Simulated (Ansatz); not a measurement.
**BH2Cl (SMILES BCl) at 6 levels**

Aim: a comparison of 6 runs (UHF/STO-3G, SVWN5/STO-3G, UPBE/STO-3G, BCCD(T)/STO-3G, CCSDT(Q)/STO-3G, CCSD(T)/STO-3G) of BH2Cl. 

Program for the calculation: Ansatz 0.2.0.

56 further runs of the same task are left out: 2 that didn't finish, 54 set aside as unsound or not needed.

## Step 1: The system as given

BH2Cl has 4 atoms, charge 0, and is taken as a singlet. As SMILES, `BCl`. The Cl2–B1 distance was set to 3.466 Å, away from the relaxed value. At this shape a bond of the SMILES string is far longer than usual.

Bond lengths: B1–H3 1.190 Å, B1–H4 1.190 Å. Angles: H3–B1–H4 123.7°.

## Step 2: A single-point energy at UHF/STO-3G (run 1)

Contents of in.yaml:

```yaml
crystal:
  periodic: [false, false, false]
  atoms:
    - {symbol: B, position_ang: [-1.598436, 0.438710, -0.871819]}
    - {symbol: Cl, position_ang: [1.365000, -0.395300, 0.721200]}
    - {symbol: H, position_ang: [-2.587936, -0.142490, -0.556119]}
    - {symbol: H, position_ang: [-1.568336, 1.289810, -1.703119]}
basis:
  gaussian: {orbitals: STO-3G}
accuracy: high
hamiltonian: {xc: hf}
magnetization: {spin_polarized: true}
```

On the command line:

```sh
$ ansatz run in.yaml --threads 1 --pin off --max-ram 2610MiB --events-out events.jsonl --progress --plain --runs-dir runs
```

Standard output:

```text
Warning: RAYON_NUM_THREADS=1 ignored (pool sized by the plan → 1); use --threads N
Functional definition: HF
  name "HF"
  exchange = exact_x
  correlation = 0
239 factors; integrals over basis functions are off by at most 5.7e-9 eV
mean field evaluation 1: about -13054.4237 eV, gradient 1.0e1 eV
mean field evaluation 2: about -13054.4167 eV, gradient 1.0e1 eV
mean field evaluation 4: about -13057.0292 eV, gradient 2.7e0 eV
mean field evaluation 8: about -13057.1858 eV, gradient 1.6e-2 eV
mean field evaluation 16: about -13060.1889 eV, gradient 1.0e0 eV
mean field evaluation 32: about -13060.1210 eV, gradient 2.8e-2 eV
mean field evaluation 64: about -13060.0418 eV, gradient 2.8e0 eV
mean field evaluation 96: about -13060.0276 eV, gradient 3.0e0 eV
mean field evaluation 128: about -13057.1858 eV, gradient 4.2e-6 eV
mean field -13060.19848449 eV, -479.9534417846 hartree, gradient 8.6e-8 eV, S^2 0.980245; 6 other end points of the search recorded, 0 dependent functions left out
reference -13060.19848449 eV, -479.9534417846 hartree; 12, 12 occupied and 4, 4 virtual orbitals, 239 factors
Total energy: -13060.19848449 eV, -479.9534417846 hartree
```

It took 0.2 s on 1 thread of Arm Neoverse V1, shared host.

## Step 3: A single-point energy at SVWN5/STO-3G (run 2)

Contents of run.yaml:

```yaml
crystal:
  periodic: [false, false, false]
  atoms:
    - symbol: B
      position_ang: [-1.598436, 0.438710, -0.871819]
    - symbol: Cl
      position_ang: [1.365000, -0.395300, 0.721200]
    - symbol: H
      position_ang: [-2.587936, -0.142490, -0.556119]
    - symbol: H
      position_ang: [-1.568336, 1.289810, -1.703119]
basis:
  gaussian:
    orbitals: STO-3G
hamiltonian:
  xc: {name: SVWN5}
accuracy: high
```

On the command line:

```sh
$ ansatz run run.yaml --threads 1 --pin off --max-ram 2610MiB --events-out events.jsonl --progress --plain --runs-dir runs
```

Standard output:

```text
Warning: RAYON_NUM_THREADS=1 ignored (pool sized by the plan → 1); use --threads N
Functional definition: SVWN5
  name "SVWN5"
  exchange = slater_x
  correlation = vwn5_c
239 factors; integrals over basis functions are off by at most 5.7e-9 eV
mean field evaluation 1: about -13025.0374 eV, gradient 1.6e1 eV
mean field evaluation 2: about -12915.4983 eV, gradient 5.8e1 eV
mean field evaluation 4: about -13025.7634 eV, gradient 1.2e1 eV
mean field evaluation 8: about -13026.5772 eV, gradient 1.4e1 eV
mean field evaluation 16: about -13030.3781 eV, gradient 2.9e-6 eV
mean field evaluation 32: about -13021.0771 eV, gradient 4.7e1 eV
mean field -13030.37808831 eV, -478.8575624379 hartree, gradient 1.3e-8 eV, S^2 0.000000; 4 other end points of the search recorded, 0 dependent functions left out
reference -13030.37809005 eV, -478.8575625019 hartree; 12, 12 occupied and 4, 4 virtual orbitals, 239 factors
Total energy: -13030.37809005 eV, -478.8575625019 hartree
```

Wall time 0.66 s (1 thread of Arm Neoverse V1, shared host).

Runs 3 to 4 aren't shown in full; the table further down has their settings and results.

## Step 4: The energy at CCSDT(Q)/STO-3G (run 5)

Changes to in.yaml since step 2:

```diff
@@ -10,3 +10,3 @@
 accuracy: high
-hamiltonian: {xc: hf}
-magnetization: {spin_polarized: true}
+correlation: {method: ccsdt_q, frozen_orbitals: {B: 1, Cl: 5, H: 0}}
+scf: {omitted_lower_state_checks: [cluster_reference, increment]}
```

On the command line:

```sh
$ ansatz run in.yaml --threads 1 --pin off --max-ram 2610MiB --events-out events.jsonl --progress --plain --runs-dir runs
```

Standard output:

```text
Warning: RAYON_NUM_THREADS=1 ignored (pool sized by the plan → 1); use --threads N
[... 11 lines left out ...]
6 core orbitals not correlated: weight in the atoms' cores, before any rotation towards them, 1.000 or more for the frozen orbitals, at most 0.000 for the correlated occupied ones
[... 56 lines left out ...]
WARN: these amplitudes may be one of several solutions (largest doubles amplitude 0.87, level shift 6.08 eV)
Total energy: -13061.30816169 eV, -479.9942216693 hartree
Checks for a lower state left out: cluster_reference, increment
```

Wall time 0.26 s (1 thread of Arm Neoverse V1, shared host).

## Step 5: The energy at CCSD(T)/STO-3G (run 6)

Contents of molecule.yaml:

```yaml
crystal:
  periodic: [false, false, false]
  atoms:
    - {symbol: B, position_ang: [-1.598436, 0.438710, -0.871819]}
    - {symbol: Cl, position_ang: [1.365000, -0.395300, 0.721200]}
    - {symbol: H, position_ang: [-2.587936, -0.142490, -0.556119]}
    - {symbol: H, position_ang: [-1.568336, 1.289810, -1.703119]}
basis:
  gaussian:
    orbitals: STO-3G
correlation:
  method: ccsd_t
  frozen_orbitals: {B: 1, Cl: 5, H: 0}
accuracy: high
scf:
  omitted_lower_state_checks: [cluster_reference, increment]
```

On the command line:

```sh
$ ansatz run molecule.yaml --threads 1 --pin off --max-ram 2610MiB --events-out events.jsonl --progress --plain --runs-dir runs
```

Standard output:

```text
Warning: RAYON_NUM_THREADS=1 ignored (pool sized by the plan → 1); use --threads N
[... 4 set-up lines as earlier in the session ...]
these checks for a lower state are left out or cut short: cluster_reference, increment
239 factors; integrals over basis functions are off by at most 5.7e-9 eV
mean field evaluation 1: about -13054.4237 eV, gradient 1.4e1 eV
mean field evaluation 2: about -13054.4167 eV, gradient 1.4e1 eV
mean field evaluation 4: about -13057.0293 eV, gradient 3.8e0 eV
mean field evaluation 8: about -13057.1858 eV, gradient 2.3e-2 eV
mean field -13057.18583211 eV, -479.8427288515 hartree, gradient 1.2e-8 eV, S^2 0.000000; 0 other end points of the search recorded, 0 dependent functions left out; unrestricted orbitals would lower it
6 core orbitals not correlated: weight in the atoms' cores, before any rotation towards them, 1.000 or more for the frozen orbitals, at most 0.000 for the correlated occupied ones
reference -13057.18583211 eV, -479.8427288515 hartree; 6, 6 occupied and 4, 4 virtual orbitals, 239 factors
second order -2.27537299 eV of doubles, -0.00000000 eV of singles
cycle   1  -2.06795858 eV  change   -6.3e-1 eV  update   1.5e-1
cycle   2  -2.49136978 eV  change   -4.2e-1 eV  update   1.3e-1
cycle   3  -2.80869884 eV  change   -3.2e-1 eV  update   1.2e-1
cycle   4  -3.06182943 eV  change   -2.5e-1 eV  update   1.0e-1
cycle   5  -3.26710691 eV  change   -2.1e-1 eV  update   8.7e-2
cycle   6  -3.43327539 eV  change   -1.7e-1 eV  update   7.2e-2
cycle   7  -3.56642768 eV  change   -1.3e-1 eV  update   5.8e-2
cycle   8  -4.05021228 eV  change   -4.8e-1 eV  update   4.6e-2
cycle   9  -4.08263551 eV  change   -3.2e-2 eV  update   1.0e-2
cycle  10  -3.99808527 eV  change    8.5e-2 eV  update   2.0e-2
cycle  11  -4.00987681 eV  change   -1.2e-2 eV  update   5.0e-3
cycle  12  -4.01605479 eV  change   -6.2e-3 eV  update   2.1e-3
cycle  13  -4.01717367 eV  change   -1.1e-3 eV  update   4.1e-4
cycle  14  -4.01732814 eV  change   -1.5e-4 eV  update   7.9e-5
cycle  15  -4.01738243 eV  change   -5.4e-5 eV  update   2.1e-5
cycle  16  -4.01739997 eV  change   -1.8e-5 eV  update   4.3e-6
cycle  17  -4.01740102 eV  change   -1.0e-6 eV  update   5.8e-7
cycle  18  -4.01739980 eV  change    1.2e-6 eV  update   2.9e-7
cycle  19  -4.01740089 eV  change   -1.1e-6 eV  update   2.2e-7
cycle  20  -4.01740011 eV  change    7.8e-7 eV  update   2.1e-7
cycle  21  -4.01740007 eV  change    4.3e-8 eV  update   3.5e-7
cycle  22  -4.01739938 eV  change    6.9e-7 eV  update   2.1e-7
cycle  23  -4.01739849 eV  change    8.8e-7 eV  update   1.5e-7
cycle  24  -4.01739806 eV  change    4.3e-7 eV  update   6.5e-8
cycle  25  -4.01739802 eV  change    3.9e-8 eV  update   5.3e-8
cycle  26  -4.01739823 eV  change   -2.1e-7 eV  update   5.2e-8
cycle  27  -4.01739838 eV  change   -1.4e-7 eV  update   4.2e-8
cycle  28  -4.01739829 eV  change    9.2e-8 eV  update   4.1e-8
cycle  29  -4.01739822 eV  change    6.4e-8 eV  update   3.7e-8
cycle  30  -4.01739823 eV  change   -2.4e-9 eV  update   3.5e-8
cycle  31  -4.01739823 eV  change   -7.0e-9 eV  update   3.2e-8
cycle  32  -4.01739823 eV  change    1.3e-9 eV  update   1.9e-8
cycle  33  -4.01739823 eV  change   9.1e-10 eV  update   6.6e-9
cycle  34  -4.01739823 eV  change   -3.6e-9 eV  update   3.4e-9
cycle  35  -4.01739823 eV  change   7.4e-10 eV  update   1.6e-9
cycle  36  -4.01739823 eV  change    2.0e-9 eV  update  8.9e-10
cycle  37  -4.01739823 eV  change   6.9e-10 eV  update  4.5e-10
cycle  38  -4.01739823 eV  change   4.2e-10 eV  update  3.5e-10
perturbative correction -0.30200509 eV, -0.0110984823 hartree
WARN: these amplitudes may be one of several solutions (largest doubles amplitude 0.85, level shift 6.08 eV)
Total energy: -13061.50523543 eV, -480.0014639956 hartree
Checks for a lower state left out: cluster_reference, increment
```

Run time: 0.12 s. Hardware: 1 thread of Arm Neoverse V1, shared host.

## Step 6: The series

```
run            level  frozen core orbitals  energy (Eh)  wall time
  1       UHF/STO-3G                     –  -479.953442      0.2 s
  2     SVWN5/STO-3G                     –  -478.857563     0.66 s
  3      UPBE/STO-3G                     –  -480.472641      4.2 s
  4   BCCD(T)/STO-3G                     6  -479.994169     0.14 s
  5  CCSDT(Q)/STO-3G                     6  -479.994222     0.26 s
  6   CCSD(T)/STO-3G                     6  -480.001464     0.12 s
```

## Step 7: Results

| quantity | value |
| --- | --- |
| run 6: total energy | -480.00146 Eh |
| run 6: correlation energy (6 core orbitals frozen) | -158.7 mEh |
| run 6: (T) correction | -11.10 mEh |
| run 6: T1 diagnostic | 0.120 |

**Reading.** Below the UHF energy at the same shape and in the same basis (STO-3G): BCCD(T) -40.7 mEh; CCSDT(Q) -40.8 mEh; CCSD(T) -48.0 mEh. Some of these start from another determinant than that one, so these aren't their correlation energies. Totals of different functionals can't be ranked against each other. In run 6 the T1 diagnostic is large, so a single reference may not serve. In runs 4, 5, 6 the log says that unrestricted orbitals would lower the reference, so the values rest on an unstable closed-shell determinant (other closed-shell runs at this shape may share the fault). In runs 1, 2, 3, 4, 5, 6 the basis is minimal, so the values are rough. Spin contamination of the reference: run 1 ⟨S²⟩ = 0.98, run 3 ⟨S²⟩ = 0.62. Where it is this large, the reference is a mixture of spin states, and values that rest on it are in doubt. All runs together took 5.6 s, the longest 4.2 s.
